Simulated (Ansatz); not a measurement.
A made-up structure of CH$_{4}$AlSi, doublet:

```xyz
7
angstrom
C -1.1379 -0.7623 -0.3634
Si -0.5372 0.6047 -0.4350
Al 1.0114 0.1173 0.4763
H -1.3208 -1.7980 -0.1719
H -1.0194 1.9753 -1.0531
H 1.3554 -1.4428 1.0782
H 1.6485 1.3058 0.4689
```

It is relaxed with PBE-D4/def2-SVP and then PBE0-D4/def2-TZVP (Ansatz 0.2.0). Atoms count as bonded within 1.22 times the sum of their covalent radii (H–H: 0.88 Å). The end point is not checked to be a true minimum.

**Question.** Does its bonding change? (Judge from chemistry; the calculation decides.)

**Answer.** Computed: No: no bond forms or breaks.

Where it ends: The first stage lowers the energy by 4.77 eV in 10 steps. It ends as CH₄AlSi ([CH][SiH][AlH2]):
```
7
angstrom
C -1.6558 -0.8927 -0.5938
Si -0.6939 0.4960 -0.4921
Al 1.4210 0.2598 0.6510
H -2.0054 -1.9052 -0.4891
H -1.2423 1.7310 -1.1159
H 1.7624 -1.1748 1.2262
H 2.4140 1.4860 0.8137
```

Labels in which every atom is bracketed show which atoms are joined, not bond orders.

For scale, one of the runs: PBE0-D4/def2-TZVP relaxation, 129 basis functions, launched by `ansatz run in.yaml --threads 2 --pin off --events-out ev --progress --plain --max-ram 4352MiB`. Hardware: 2 CPU threads of an Arm Neoverse V1, shared host. Wall time about 34 s.
